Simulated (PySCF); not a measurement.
Reaction (SMILES): C#C (C2H2) + 3 [H][H] (H2) → 2 C (CH4)
B3LYP-D3(BJ)/def2-TZVP geometries, fixed; electronic energies without zero-point terms.
Largest species:
```
C
H 1 1.0892
H 1 1.0892 2 109.47
H 1 1.0892 2 109.47 3 120.00
H 1 1.0892 2 109.47 3 -120.00
```

Basis-set convergence of the energy of full hydrogenation at PBE with PySCF. All functions are spherical. Density fitting with generated auxiliary sets. No added dispersion term, no relativity. Functions are those of the species that has most. Reference: the value in def2-QZVPPD, -111.34 kcal/mol, itself unsure by roughly 0.09 kcal/mol (its mean distance from pcseg-3, def2-QZVPP, cc-pVQZ). Deviations are taken from unrounded values.

```tsv
basis	functions
6-31G**	38
6-311G**	48
aug-cc-pVDZ	64
aug-pcseg-1	64
jun-cc-pV(T+d)Z	106
aug-cc-pVTZ	138
aug-pcseg-2	138
```

**Question.** Which is the smallest set listed that can be trusted to 4 kcal/mol here, that is, within that of the reference together with its larger relatives (same family, alike in diffuse functions; a set with none to test it counts only in the reference's own line)?

**Answer.** The smallest set listed that lies within 4 kcal/mol of the reference with all its larger relatives (same family, alike in diffuse functions; a set with none counts only in the reference's own line) is aug-pcseg-1 (64 functions, -3.44 kcal/mol off). Inside, with no larger relative to test it: 6-311G**. Value minus reference: 6-31G** -6.72, 6-311G** -1.50, aug-cc-pVDZ -5.84, aug-pcseg-1 -3.44, jun-cc-pV(T+d)Z -0.24, aug-cc-pVTZ -0.15, aug-pcseg-2 -0.30 kcal/mol.
